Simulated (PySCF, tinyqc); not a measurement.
Worked calculation (part 1 of 2): RHF in the sto-3g basis, for BH, spin multiplicity 1. The lowest restricted solution is unstable here: a spin-polarised one lies 0.0063 hartree lower (PySCF). Computed by tinyqc, a small Python program that keeps every step (integrals from PySCF). Settings: charge = 0, multiplicity = 1, basis = sto-3g, energy threshold = 1e-10, iteration cap = 54, orthogonalisation = canonical, start = core, DIIS depth = 3, DIIS from iteration = 3, damping = 0.2, method = RHF. Command: `OMP_NUM_THREADS=1 python tinyqc.py 28895 28896 out.jsonl` (the two numbers bound the seeds that draw the settings). One thread of a shared host (Intel(R) Xeon(R) Processor @ 2.60GHz), about 0.08 s of CPU time with the checks. Later iterations appear only in the table of the cycle.

## One-electron integrals

Geometry (angstrom):

| atom | x | y | z |
|---|---|---|---|
| B | 0.000000 | 0.000000 | 0.000000 |
| H | 0.000000 | 0.000000 | 1.543000 |

Basis sto-3g: exponents (1/bohr^2) and contraction coefficients of normalised primitives:

| element | l (shell) | exponent | coefficient |
|---|---|---|---|
| B | s (1) | 48.791113 | 0.154329 |
| B | s (1) | 8.887362 | 0.535328 |
| B | s (1) | 2.405267 | 0.444635 |
| B | s (2) | 2.236956 | -0.099967 |
| B | s (2) | 0.519821 | 0.399513 |
| B | s (2) | 0.169062 | 0.700115 |
| B | p (3) | 2.236956 | 0.155916 |
| B | p (3) | 0.519821 | 0.607684 |
| B | p (3) | 0.169062 | 0.391957 |
| H | s (1) | 3.425251 | 0.154329 |
| H | s (1) | 0.623914 | 0.535328 |
| H | s (1) | 0.168855 | 0.444635 |

Overlap, kinetic and nuclear-attraction integrals over the contracted functions; the nuclear repulsion is the sum of Za Zb / Rab.

nuclear repulsion = 1.71476737 hartree

overlap S, lower triangle:
```
           1B 1s     1B 2s    1B 2px    1B 2py    1B 2pz     2H 1s
1B 1s   1.000000
1B 2s   0.269328  1.000000
1B 2px  0.000000  0.000000  1.000000
1B 2py  0.000000  0.000000  0.000000  1.000000
1B 2pz  0.000000  0.000000  0.000000  0.000000  1.000000
2H 1s   0.030170  0.311901  0.000000  0.000000  0.358038  1.000000
```

kinetic energy T (hartree), lower triangle:
```
            1B 1s     1B 2s    1B 2px    1B 2py    1B 2pz     2H 1s
1B 1s   10.826302
1B 2s   -0.047967  0.359168
1B 2px   0.000000  0.000000  1.123881
1B 2py   0.000000  0.000000  0.000000  1.123881
1B 2pz   0.000000  0.000000  0.000000  0.000000  1.123881
2H 1s   -0.008787  0.024271  0.000000  0.000000  0.092672  0.760032
```

nuclear attraction V (hartree), lower triangle:
```
             1B 1s      1B 2s     1B 2px     1B 2py     1B 2pz      2H 1s
1B 1s   -23.490342
1B 2s    -3.231729  -4.111717
1B 2px    0.000000   0.000000  -4.057712
1B 2py    0.000000   0.000000   0.000000  -4.057712
1B 2pz   -0.011053  -0.107798   0.000000   0.000000  -4.128302
2H 1s    -0.363987  -1.042037   0.000000   0.000000  -1.125979  -2.935620
```

core Hamiltonian H = T + V (hartree), lower triangle:
```
             1B 1s      1B 2s     1B 2px     1B 2py     1B 2pz      2H 1s
1B 1s   -12.664039
1B 2s    -3.279696  -3.752549
1B 2px    0.000000   0.000000  -2.933832
1B 2py    0.000000   0.000000   0.000000  -2.933832
1B 2pz   -0.011053  -0.107798   0.000000   0.000000  -3.004421
2H 1s    -0.372774  -1.017766   0.000000   0.000000  -1.033307  -2.175588
```

## Two-electron integrals

Functions are numbered as in S; the eight-fold symmetry (ij|kl) = (ji|kl) = (kl|ij) leaves the list below.

Two-electron integrals (ij|kl) in chemists' order, unique and non-zero (hartree):
```
(11|11) 2.923513   (21|11) 0.518376   (21|21) 0.109262   (22|11) 0.744229
(22|21) 0.193177   (22|22) 0.544804   (31|31) 0.020264   (32|31) 0.029996
(32|32) 0.120346   (33|11) 0.742491   (33|21) 0.193240   (33|22) 0.544682
(33|33) 0.586773   (41|41) 0.020264   (42|41) 0.029996   (42|42) 0.120346
(43|43) 0.031630   (44|11) 0.742491   (44|21) 0.193240   (44|22) 0.544682
(44|33) 0.523513   (44|44) 0.586773   (51|51) 0.020264   (52|51) 0.029996
(52|52) 0.120346   (53|53) 0.031630   (54|54) 0.031630   (55|11) 0.742491
(55|21) 0.193240   (55|22) 0.544682   (55|33) 0.523513   (55|44) 0.523513
(55|55) 0.586773   (61|11) 0.057766   (61|21) 0.012138   (61|22) 0.021556
(61|33) 0.021464   (61|44) 0.021464   (61|51) 0.000844   (61|52) 0.001574
(61|55) 0.021754   (61|61) 0.001388   (62|11) 0.164768   (62|21) 0.043580
(62|22) 0.138717   (62|33) 0.134547   (62|44) 0.134547   (62|51) 0.004732
(62|52) 0.031073   (62|55) 0.146915   (62|61) 0.005164   (62|62) 0.053034
(63|31) 0.003972   (63|32) 0.019476   (63|53) 0.005514   (63|63) 0.005180
(64|41) 0.003972   (64|42) 0.019476   (64|54) 0.005514   (64|64) 0.005180
(65|11) 0.165523   (65|21) 0.044302   (65|22) 0.148655   (65|33) 0.141001
(65|44) 0.141001   (65|51) 0.007982   (65|52) 0.049110   (65|55) 0.163792
(65|61) 0.005449   (65|62) 0.066092   (65|65) 0.085863   (66|11) 0.341664
(66|21) 0.091917   (66|22) 0.332285   (66|33) 0.314151   (66|44) 0.314151
(66|51) 0.010667   (66|52) 0.095969   (66|55) 0.368060   (66|61) 0.010992
(66|62) 0.172321   (66|65) 0.231491   (66|66) 0.774606
```

## Orthogonalisation

S = U s U^T; canonical form X = U s^(-1/2), so that X^T S X = 1. Each column of U has its largest component positive (the first on a tie).

eigenvalues of S: 0.498094  0.800539  1.000000  1.000000  1.177204  1.524164

X:
```
                1          2          3         4          5         6
1B 1s    0.355525   0.749159   0.000000  0.000000   0.573727  0.256472
1B 2s   -0.766280  -0.519574   0.000000  0.000000   0.407072  0.440943
1B 2px   0.000000   0.000000   0.992973  0.118344   0.000000  0.000000
1B 2py   0.000000   0.000000  -0.118344  0.992973   0.000000  0.000000
1B 2pz  -0.660630   0.564773   0.000000  0.000000  -0.533694  0.354892
2H 1s    0.926087  -0.314633   0.000000  0.000000  -0.264141  0.519558
```

Within a degenerate level the vectors are fixed only up to a rotation; this is one choice.

## Starting guess

The start is the orbitals of the core Hamiltonian; D = 2 C_occ C_occ^T.

D at the start, lower triangle:
```
            1B 1s      1B 2s    1B 2px    1B 2py     1B 2pz     2H 1s
1B 1s    2.160911
1B 2s   -0.601781   2.246006
1B 2px   0.000000   0.000000  0.000000
1B 2py   0.000000   0.000000  0.000000  0.000000
1B 2pz  -0.023813   0.103670  0.000000  0.000000   2.119427
2H 1s    0.046102  -0.153541  0.000000  0.000000  -0.189027  0.026164
```

## Iteration 1: building the Fock matrix

J_ij = sum D_kl (ij|kl), K_ij = sum D_kl (ik|jl); F = H + J - 0.5 K; E = tr D H + tr D J / 2 - 0.25 tr D K + E_nn.

Coulomb J (hartree), lower triangle:
```
           1B 1s      1B 2s    1B 2px    1B 2py    1B 2pz     2H 1s
1B 1s   8.839843
1B 2s   1.805490   3.665644
1B 2px  0.000000   0.000000  3.620364
1B 2py  0.000000   0.000000  0.000000  3.620364
1B 2pz  0.001141  -0.001928  0.000000  0.000000  3.743460
2H 1s   0.201796   0.896462  0.000000  0.000000  0.948991  2.054308
```

exchange K (hartree), lower triangle:
```
           1B 1s     1B 2s    1B 2px    1B 2py    1B 2pz     2H 1s
1B 1s   5.983219
1B 2s   1.101100  1.433363
1B 2px  0.000000  0.000000  0.337456
1B 2py  0.000000  0.000000  0.000000  0.337456
1B 2pz  0.000127  0.002968  0.000000  0.000000  1.447585
2H 1s   0.132439  0.339402  0.000000  0.000000  0.330689  0.192170
```

Fock matrix F (hartree), lower triangle:
```
            1B 1s      1B 2s    1B 2px    1B 2py     1B 2pz      2H 1s
1B 1s   -6.815806
1B 2s   -2.024757  -0.803587
1B 2px   0.000000   0.000000  0.517804
1B 2py   0.000000   0.000000  0.000000  0.517804
1B 2pz  -0.009975  -0.111210  0.000000  0.000000   0.015247
2H 1s   -0.237197  -0.291004  0.000000  0.000000  -0.249661  -0.217365
```

total energy of this density = -24.06260491 hartree

This density is the starting one.

## Iteration 1: diagonalisation and new density

Diagonalise F' = X^T F X, C = X C', fill 3 alpha and 3 beta electrons from the bottom; D = 2 C_occ C_occ^T; the new density keeps 0.2 of the old one (damping). Each column has its largest component positive (the first on a tie).

F' = X^T F X (hartree), lower triangle:
```
           1          2         3         4          5          6
1   0.044493
2  -0.779039  -2.320410
3   0.000000   0.000000  0.517804
4   0.000000   0.000000  0.000000  0.517804
5  -0.686344  -2.769365  0.000000  0.000000  -3.214739
6  -0.414028  -1.496847  0.000000  0.000000  -1.824044  -1.444525
```

orbital energies (hartree): MO1 -6.821842, MO2 -0.384208, MO3 -0.035700, MO4 0.306568, MO5 0.517804, MO6 0.517804

coefficients C:
```
              MO1        MO2        MO3        MO4       MO5        MO6
1B 1s    0.990922  -0.191624  -0.241246  -0.075713  0.000000   0.000000
1B 2s    0.032651   0.576625   0.870903   0.353903  0.000000   0.000000
1B 2px   0.000000   0.000000   0.000000   0.000000  0.540207   0.841532
1B 2py   0.000000   0.000000   0.000000   0.000000  0.841532  -0.540207
1B 2pz   0.003782   0.306921  -0.414365   0.948824  0.000000   0.000000
2H 1s   -0.005628   0.538681  -0.487831  -0.876444  0.000000   0.000000
```

D after iteration 1, lower triangle:
```
            1B 1s      1B 2s    1B 2px    1B 2py    1B 2pz     2H 1s
1B 1s    2.155135
1B 2s   -0.581544   2.196454
1B 2px   0.000000   0.000000  0.000000
1B 2py   0.000000   0.000000  0.000000  0.000000
1B 2pz   0.067074  -0.273298  0.000000  0.000000  0.849346
2H 1s    0.023438  -0.213781  0.000000  0.000000  0.550116  0.850333
```

Within a degenerate level the vectors are fixed only up to a rotation; this is one choice.

## Iteration 2: building the Fock matrix

As before.

Coulomb J (hartree), lower triangle:
```
           1B 1s     1B 2s    1B 2px    1B 2py    1B 2pz     2H 1s
1B 1s   8.367848
1B 2s   1.687361  3.426303
1B 2px  0.000000  0.000000  3.382173
1B 2py  0.000000  0.000000  0.000000  3.382173
1B 2pz  0.002191  0.060670  0.000000  0.000000  3.501544
2H 1s   0.188652  0.914341  0.000000  0.000000  1.008366  2.461064
```

exchange K (hartree), lower triangle:
```
           1B 1s      1B 2s    1B 2px    1B 2py    1B 2pz     2H 1s
1B 1s   5.954475
1B 2s   1.068693   1.331661
1B 2px  0.000000   0.000000  0.302312
1B 2py  0.000000   0.000000  0.000000  0.302312
1B 2pz  0.005234  -0.040013  0.000000  0.000000  1.004088
2H 1s   0.127373   0.444217  0.000000  0.000000  0.566225  0.991208
```

Fock matrix F (hartree), lower triangle:
```
            1B 1s      1B 2s    1B 2px    1B 2py     1B 2pz      2H 1s
1B 1s   -7.273429
1B 2s   -2.126682  -0.992078
1B 2px   0.000000   0.000000  0.297185
1B 2py   0.000000   0.000000  0.000000  0.297185
1B 2pz  -0.011479  -0.027121  0.000000  0.000000  -0.004921
2H 1s   -0.247808  -0.325534  0.000000  0.000000  -0.308054  -0.210128
```

total energy of this density = -24.55806625 hartree

This density is a damped mixture and is not idempotent.

## Iteration 2: diagonalisation and new density

As before.

F' = X^T F X (hartree), lower triangle:
```
           1          2         3         4          5          6
1   0.128222
2  -0.940864  -2.590656
3   0.000000   0.000000  0.297185
4   0.000000   0.000000  0.000000  0.297185
5  -0.693059  -2.874842  0.000000  0.000000  -3.490893
6  -0.431084  -1.561862  0.000000  0.000000  -1.950615  -1.549053
```

orbital energies (hartree): MO1 -7.277989, MO2 -0.467699, MO3 -0.207898, MO4 0.297185, MO5 0.297185, MO6 0.451206

coefficients C:
```
              MO1        MO2        MO3       MO4        MO5        MO6
1B 1s    0.992338  -0.242911  -0.173448  0.000000   0.000000  -0.093557
1B 2s    0.027754   0.777275   0.658584  0.000000   0.000000   0.422635
1B 2px   0.000000   0.000000   0.000000  0.759658  -0.650322   0.000000
1B 2py   0.000000   0.000000   0.000000  0.650322   0.759658   0.000000
1B 2pz   0.003154   0.164577  -0.550361  0.000000   0.000000   0.914433
2H 1s   -0.004698   0.411596  -0.546109  0.000000   0.000000  -0.910315
```

D after iteration 2, lower triangle:
```
            1B 1s      1B 2s    1B 2px    1B 2py    1B 2pz     2H 1s
1B 1s    2.149147
1B 2s   -0.557104   2.101147
1B 2px   0.000000   0.000000  0.000000
1B 2py   0.000000   0.000000  0.000000  0.000000
1B 2pz   0.107192  -0.429779  0.000000  0.000000  0.697858
2H 1s   -0.011187  -0.106541  0.000000  0.000000  0.699274  0.918337
```

Within a degenerate level the vectors are fixed only up to a rotation; this is one choice.

## Iteration 3: building the Fock matrix

As before.

Coulomb J (hartree), lower triangle:
```
            1B 1s     1B 2s    1B 2px    1B 2py    1B 2pz     2H 1s
1B 1s    8.296223
1B 2s    1.669886  3.392054
1B 2px   0.000000  0.000000  3.346751
1B 2py   0.000000  0.000000  0.000000  3.346751
1B 2pz  -0.001508  0.053145  0.000000  0.000000  3.469637
2H 1s    0.186509  0.913115  0.000000  0.000000  1.010985  2.504837
```

exchange K (hartree), lower triangle:
```
           1B 1s      1B 2s    1B 2px    1B 2py    1B 2pz     2H 1s
1B 1s   5.947774
1B 2s   1.065645   1.309905
1B 2px  0.000000   0.000000  0.293295
1B 2py  0.000000   0.000000  0.000000  0.293295
1B 2pz  0.004867  -0.083812  0.000000  0.000000  0.969755
2H 1s   0.126674   0.472644  0.000000  0.000000  0.609389  1.111074
```

Fock matrix F (hartree), lower triangle:
```
            1B 1s      1B 2s    1B 2px    1B 2py     1B 2pz      2H 1s
1B 1s   -7.341703
1B 2s   -2.142633  -1.015448
1B 2px   0.000000   0.000000  0.266271
1B 2py   0.000000   0.000000  0.000000  0.266271
1B 2pz  -0.014994  -0.012747  0.000000  0.000000  -0.019662
2H 1s   -0.249601  -0.340973  0.000000  0.000000  -0.327016  -0.226288
```

total energy of this density = -24.67976518 hartree

This density is a damped mixture and is not idempotent.

## Iteration 3: diagonalisation and new density

As before.

F' = X^T F X (hartree), lower triangle:
```
           1          2         3         4          5          6
1   0.154408
2  -0.957491  -2.638042
3   0.000000   0.000000  0.266271
4   0.000000   0.000000  0.000000  0.266271
5  -0.695890  -2.888515  0.000000  0.000000  -3.535591
6  -0.441681  -1.571287  0.000000  0.000000  -1.961932  -1.578601
```

orbital energies (hartree): MO1 -7.346119, MO2 -0.491283, MO3 -0.237636, MO4 0.266271, MO5 0.266271, MO6 0.477213

coefficients C:
```
              MO1        MO2        MO3       MO4        MO5        MO6
1B 1s    0.992505  -0.242637  -0.169307  0.000000   0.000000   0.099873
1B 2s    0.027185   0.776719   0.645030  0.000000   0.000000  -0.444055
1B 2px   0.000000   0.000000   0.000000  0.178829   0.983880   0.000000
1B 2py   0.000000   0.000000   0.000000  0.983880  -0.178829   0.000000
1B 2pz   0.003555   0.147711  -0.566873  0.000000   0.000000  -0.907195
2H 1s   -0.004698   0.419546  -0.534225  0.000000   0.000000   0.913731
```

D after iteration 3, lower triangle:
```
            1B 1s      1B 2s    1B 2px    1B 2py    1B 2pz     2H 1s
1B 1s    2.145995
1B 2s   -0.544522   2.052382
1B 2px   0.000000   0.000000  0.000000
1B 2py   0.000000   0.000000  0.000000  0.000000
1B 2pz   0.123301  -0.487273  0.000000  0.000000  0.688653
2H 1s   -0.027858  -0.051467  0.000000  0.000000  0.723523  0.921968
```

Within a degenerate level the vectors are fixed only up to a rotation; this is one choice.

## Iteration 4: building the Fock matrix

As before.

Coulomb J (hartree), lower triangle:
```
            1B 1s     1B 2s    1B 2px    1B 2py    1B 2pz     2H 1s
1B 1s    8.282416
1B 2s    1.666680  3.385964
1B 2px   0.000000  0.000000  3.339976
1B 2py   0.000000  0.000000  0.000000  3.339976
1B 2pz  -0.003385  0.046373  0.000000  0.000000  3.464934
2H 1s    0.186054  0.911655  0.000000  0.000000  1.009534  2.508443
```

exchange K (hartree), lower triangle:
```
           1B 1s      1B 2s    1B 2px    1B 2py    1B 2pz     2H 1s
1B 1s   5.945545
1B 2s   1.065863   1.302272
1B 2px  0.000000   0.000000  0.290125
1B 2py  0.000000   0.000000  0.000000  0.290125
1B 2pz  0.004813  -0.104378  0.000000  0.000000  0.972574
2H 1s   0.126438   0.480773  0.000000  0.000000  0.616156  1.133053
```

Fock matrix F (hartree), lower triangle:
```
            1B 1s      1B 2s    1B 2px    1B 2py     1B 2pz      2H 1s
1B 1s   -7.354396
1B 2s   -2.145948  -1.017721
1B 2px   0.000000   0.000000  0.261082
1B 2py   0.000000   0.000000  0.000000  0.261082
1B 2pz  -0.016844  -0.009236  0.000000  0.000000  -0.025775
2H 1s   -0.249939  -0.346497  0.000000  0.000000  -0.331850  -0.233671
```

total energy of this density = -24.70637261 hartree

This density is a damped mixture and is not idempotent.

## Iteration 4: DIIS over 2 matrices

error matrix X^T (FDS - SDF) X:
```
           1          2         3         4          5          6
1   0.000000   0.022775  0.000000  0.000000  -0.007575  -0.013060
2  -0.022775   0.000000  0.000000  0.000000   0.000333   0.005538
3   0.000000   0.000000  0.000000  0.000000   0.000000   0.000000
4   0.000000   0.000000  0.000000  0.000000   0.000000   0.000000
5   0.007575  -0.000333  0.000000  0.000000   0.000000  -0.001989
6   0.013060  -0.005538  0.000000  0.000000   0.001989   0.000000
```

B (overlaps of the stored error matrices):
```
               1              2
1  7.5393023e-03  3.3563015e-03
2  3.3563015e-03  1.5627410e-03
```

Minimise |sum c_i e_i|^2 with sum c_i = 1: solve [B -1; -1 0][c; lambda] = [0; -1] with B_ij = tr e_i^T e_j, and take F = sum c_i F_i.

DIIS coefficients: -0.750619  1.750619

extrapolated F (hartree), lower triangle:
```
            1B 1s      1B 2s    1B 2px    1B 2py     1B 2pz      2H 1s
1B 1s   -7.363923
1B 2s   -2.148436  -1.019427
1B 2px   0.000000   0.000000  0.257186
1B 2py   0.000000   0.000000  0.000000  0.257186
1B 2pz  -0.018233  -0.006601  0.000000  0.000000  -0.030363
2H 1s   -0.250192  -0.350643  0.000000  0.000000  -0.335479  -0.239213
```

## Iteration 4: diagonalisation and new density

As before.

F' = X^T F X (hartree), lower triangle:
```
           1          2         3         4          5          6
1   0.168105
2  -0.956636  -2.657986
3   0.000000   0.000000  0.257186
4   0.000000   0.000000  0.000000  0.257186
5  -0.698533  -2.891773  0.000000  0.000000  -3.551039
6  -0.449388  -1.574522  0.000000  0.000000  -1.962879  -1.593361
```

orbital energies (hartree): MO1 -7.368339, MO2 -0.501090, MO3 -0.249506, MO4 0.257186, MO5 0.257186, MO6 0.484655

coefficients C:
```
              MO1        MO2        MO3        MO4       MO5        MO6
1B 1s    0.992530  -0.238768  -0.171638   0.000000  0.000000   0.104847
1B 2s    0.027110   0.761347   0.652009   0.000000  0.000000  -0.460195
1B 2px   0.000000   0.000000   0.000000  -0.067085  0.997747   0.000000
1B 2py   0.000000   0.000000   0.000000   0.997747  0.067085   0.000000
1B 2pz   0.004002   0.146688  -0.575068   0.000000  0.000000  -0.902188
2H 1s   -0.004816   0.438126  -0.516750   0.000000  0.000000   0.915059
```

D after iteration 4, lower triangle:
```
            1B 1s      1B 2s    1B 2px    1B 2py    1B 2pz     2H 1s
1B 1s    2.143735
1B 2s   -0.535764   2.019277
1B 2px   0.000000   0.000000  0.000000
1B 2py   0.000000   0.000000  0.000000  0.000000
1B 2pz   0.132902  -0.518512  0.000000  0.000000  0.701310
2H 1s   -0.038687  -0.015878  0.000000  0.000000  0.722969  0.918807
```

Within a degenerate level the vectors are fixed only up to a rotation; this is one choice.
